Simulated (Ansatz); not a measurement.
`FBF` + NH₃ → `NBF` + H–F at 500 K and 1 bar (ligand exchange at a B–F bond).

Isolated molecules relaxed with PBE0-D4/def2-TZVP in Ansatz; ΔE leaves out vibrations. CBS: def2 TZ/QZ extrapolation, frozen cores. Each species was taken in one conformer, which may not be the lowest.

```tsv
species	CCSD(T)/CBS energy (Eh)	H − E (kJ/mol)	S (J/(mol·K))
`FBF`	-225.09114	67.7	269.5
NH₃	-56.50568	108.2	211.8
`NBF`	-181.19261	137.2	290.8
H–F	-100.39431	39.4	188.7
```

H − E and S are ideal-gas, rigid-rotor, harmonic terms from PBE0-D4/def2-TZVP, for one conformer and one mirror image of each species. 1 Eh = 2625.50 kJ/mol, R = 8.31446 J/(mol·K).

**Question.** By hand: ΔE, ΔH, ΔS and ΔG.

**Answer.** ΔE = (-181.19261) + (-100.39431) − (-225.09114) − (-56.50568) = 0.00990 Eh = 26.0 kJ/mol. Δ(H − E) = 137.2 + 39.4 − 67.7 − 108.2 = 0.7, so ΔH = 26.7 kJ/mol. ΔS = 290.8 + 188.7 − 269.5 − 211.8 = -1.8 J/(mol·K). ΔG = 26.7 − 500 × (-1.8)/1000 = 27.6 kJ/mol.

**Question.** By hand: the equilibrium constant, and the temperature at which ΔG would vanish if ΔH and ΔS stayed fixed.

**Answer.** log₁₀ K = −ΔG/(RT ln 10) = -2.9. ΔH and −TΔS have one sign here, so there is no such temperature. One of them is within its doubt of zero, so this could turn.

The number of gas molecules stays the same, so ΔS is small and ΔH decides. A doubt of 5 kJ/mol in ΔE shifts log₁₀ K by 0.5 here. Other conformers and mirror images would add mixing entropy, several J/(mol·K) or more a flexible species. These are equilibria of isolated gas molecules and say nothing of rates. Largest T1 diagnostic: 0.013 (customary marks: 0.02 for closed shells, 0.045 for open ones).
